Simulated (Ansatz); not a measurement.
**Ga–P–GaH⁺, doublet: reading a ladder of total energies**

Geometry: that of the Ga–P–GaH, singlet, kept fixed.

```yaml
atoms:
  - { symbol: Ga, position_ang: [0.0000, 0.2661, 1.7114] }
  - { symbol: Ga, position_ang: [0.0000, 0.2629, -1.6089] }
  - { symbol: P, position_ang: [0.0000, -1.2334, -0.1413] }
  - { symbol: H, position_ang: [0.0000, 1.3098, -2.7494] }
```

Basis cc-pVDZ; Ansatz 0.2.0. Only valence electrons are correlated (noble-gas cores and the filled d shells of p-block atoms frozen), which leaves 11 electrons in 44 orbitals. Prefix R: restricted or restricted open-shell reference; prefix U: unrestricted. No spin–orbit coupling is included, and no scalar relativity.

Full CI isn't at hand for all of this; UCCSDT(Q) serves as the reference, and is uncertain by the last step of the cluster series or more.

UCCSD has a T1 diagnostic of 0.027 and a largest doubles amplitude of 0.06.

Runs differ by some tens of microhartree through their thresholds and, for an open shell, their frozen cores, so steps under 0.03 kcal/mol mean nothing.

Here the R and U totals at CCSDT(Q) differ by 0.16 kcal/mol, a measure of how far such totals hang on the determinant and its frozen core.

```csv
level,total energy (hartree)
UHF,-4187.515088
UMP2,-4187.701498
UCCSD,-4187.734014
UCCSD(T),-4187.744375
UCCSDT,-4187.745830
UCCSDT(Q),-4187.746793
```

Question: What is the correlation energy at UCCSDT(Q), and what share of it do UMP2 and UCCSDT recover?

Answer: E(corr) = -4187.746793 − (-4187.515088) = -0.231705 hartree = -6.305 eV. UMP2: -0.186410 / -0.231705 = 80.45 %. UCCSDT: -0.230742 / -0.231705 = 99.58 %.

Question: By how many kcal/mol does UCCSD(T) miss UCCSDT(Q) (1 hartree = 627.509 kcal/mol), and which steps make up the rest?

Answer: -4187.744375 − (-4187.746793) = 0.002418 hartree = 1.52 kcal/mol. Steps: UCCSDT − UCCSD(T) = -0.91, UCCSDT(Q) − UCCSDT = -0.60 kcal/mol. Differences between like states or geometries often cancel part of this.
